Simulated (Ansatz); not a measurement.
We consider 2H WSe2, described by rVV10 (plane waves, PAW; Ansatz, a program for electronic structure).

Settings: plane-wave cutoff 500 eV, 12×12×4 k mesh (along the axes of the cell as run), gaussian smearing 0.02 eV, scalar-relativistic PAW data made under PBE.

Computed at the level's own relaxed cell.

### Question
Estimate the volume per atom, equilibrium lattice constant a and c axis length that the calculation returns.

### Answer

volume per atom: 21.37 Å³/atom
equilibrium lattice constant a: 3.352 Å
c axis length: 13.181 Å

Measured, for comparison: lattice constant a 3.282 Å, lattice parameter c 12.96 Å (300 K, no zero-point or thermal correction; as tabulated in arXiv:1605.07067). Computed (rounded) less measured: lattice constant a +2.1 %, lattice parameter c +1.7 %.

Spin–orbit coupling is not included.

Static lattice: no zero-point or thermal effects.

Computing time: around 2.7 core-minutes (rough).
